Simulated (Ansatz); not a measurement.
# InH2⁺, triplet: bend scan

Starting geometry (PBE0/def2-TZVP stationary point for this spin, not checked as a minimum):

```xyz
3

In    0.0000    0.0000   -0.0276
H     0.0000    1.1433    1.5722
H     0.0000   -1.1433    1.5722
```

From there the angle named below is changed in its plane at fixed bond lengths, both arms turning rigidly about the middle atom; atoms are numbered as listed. Energies are in eV, counted from the starting geometry at the same level. Kohn–Sham curves are unrestricted where that lies lower.

Basis def2-TZVPP with its core potentials; Ansatz 0.2.0. Only valence electrons are correlated (noble-gas cores and the filled d shells of p-block atoms frozen). No spin–orbit coupling is included; scalar relativity enters through the core potentials alone.

Full CI is exact within this basis and frozen core; it isn't the basis-set limit.

```csv
angle H2-In1-H3 (°),PBE0
68.6,0.001
71.1,0.000
91.9,0.102
101.2,0.191
125.9,0.511
140.4,0.742
156.4,1.003
180.0,1.225
```

**Question.** Estimate the full CI curve in def2-TZVPP from this one, knowing how PBE0 errs.

**Answer.** The computed full CI values, in eV from the starting point, and the error of PBE0 against them:
```
angle H2-In1-H3 (°)  full CI  PBE0 less full CI
               68.6   -0.004              0.005
               71.1    0.000              0.000
               91.9    0.133             -0.030
              101.2    0.233             -0.042
              125.9    0.581             -0.071
              140.4    0.827             -0.086
              156.4    1.105             -0.102
              180.0    1.337             -0.113
```

The error spans 0.118 eV and is largest, -0.113 eV, at 180.0 °.

Functionals correlate the shells that the reference freezes, so part of their error here is the reference's.
